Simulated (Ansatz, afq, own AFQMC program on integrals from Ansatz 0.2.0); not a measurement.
AFQMC on a folder of integrals that Ansatz 0.2.0 wrote.

```yaml
crystal:
  periodic: [false, false, false]
  atoms:
    - {symbol: C, position_ang: [0.000000, 0.000000, -1.292200]}
    - {symbol: N, position_ang: [0.000000, 0.000000, -0.116900]}
    - {symbol: Ga, position_ang: [0.000000, 0.000000, 1.409100]}
basis:
  gaussian: {orbitals: cc-pVDZ}
magnetization: {spin_polarized: false}
correlation: {method: ccsd_t, electrons: outside_noble_gas, hamiltonian_folder: ham}
```

```sh
$ ansatz run in.yaml --threads 1 --pin off --events-out ev --progress --plain --max-ram 1382MiB
```

Options of the walk:

```
--method phaseless --trial cisd --walkers 60 --populations 1 --least-time 40 --time-step 0.005 --steps-per-block 50 --equilibration-blocks 28 --max-blocks 300 --target-error 0.00042 --factor-cut 1e-05 --seed 6154 --release-times 0.24,0.51,0.99,1.62,2.4 --release-step 0.03 --release-every 4 --taylor-order 6
```

Times are imaginary, in 1/Eh. The walk had a cap of 638 s. Filled inner d shells are frozen with the cores.

Log:

```
orbitals 39  electrons 6 6  factors 315 of 600
reference energy -2015.45454252 Eh
CCSD correlation -0.31557544 Eh in 10 cycles, weight of the determinant in the CISD state 0.8536
energy of the start -2015.770118 Eh
 block  time / (1/Eh)  mean weight  energy / Eh
     1     0.250  1.0014  -2015.766061
     2     0.500  0.9988  -2015.768994
     3     0.750  1.0016  -2015.773498
     4     1.000  1.0024  -2015.773538
     5     1.250  1.0000  -2015.775286
     9     2.250  1.0008  -2015.777573
    33     8.250  1.0029  -2015.791885
    65    16.250  1.0042  -2015.795089
    81    20.250  0.9999  -2015.768017
    97    24.250  1.0005  -2015.789707
   129    32.250  1.0007  -2015.781959
   161    40.250  1.0010  -2015.794217
   193    48.250  0.9968  -2015.783118
   225    56.250  1.0013  -2015.786064
   257    64.250  1.0005  -2015.782488
   289    72.250  1.0000  -2015.773317
   313    78.250  1.0007  -2015.798399
   321    80.250  1.0009  -2015.784839
blocks merged  error / Eh  count
     1  0.000464  300
     2  0.000574  150
     4  0.000658  75
     8  0.000660  37
    16  0.000632  18
    32  0.000626  9
released: time / (1/Eh)  energy / Eh  error  mean overlap
  0.24  -2015.782808  0.000657  1.0019
  0.51  -2015.782431  0.000654  1.0284
  0.99  -2015.784120  0.000675  1.0170
  1.62  -2015.785476  0.000874  0.9995
  2.40  -2015.787764  0.001253  0.9743
energy -2015.783626 +/- 0.000660 Eh
(rows thinned)
```

The run passed its tests (sampling time, drift between the halves within three errors, error under three times the target), which doesn't prove that it has relaxed.

Against this walk (error 18.0 meV) on the same determinant: CCSD(T) 16.1 meV higher (within the noise), CCSDT(Q) 27.7 meV lower (within the noise). The error is statistical and leaves out the bias of the constraint. The released energies are still falling (meV from the phaseless value at times in 1/Eh: 22 ± 18 at 0.24, 33 ± 18 at 0.51, -13 ± 18 at 0.99, -50 ± 24 at 1.62, -113 ± 34 at 2.40), so they give no level.

Cautions: constraint bias not in the error; error above the target (18.0 against 11.4 meV); no relativity below Rb; no spin-orbit coupling; inner d shell frozen.

The walk took 3.5 min on 1 thread of Intel(R) Xeon(R) 6975P-C (Granite Rapids) (shared host). The log's last line is the phaseless energy.

CCSDT and higher add their correlation energy to the determinant of the CCSD(T) run, since their own runs factorise the integrals more tightly (a shift of under 2 meV). A walk keeps the symmetry of its determinant, which the program's search chose and which needn't be the lowest solution, so a lower state of the same spin and another symmetry isn't excluded.
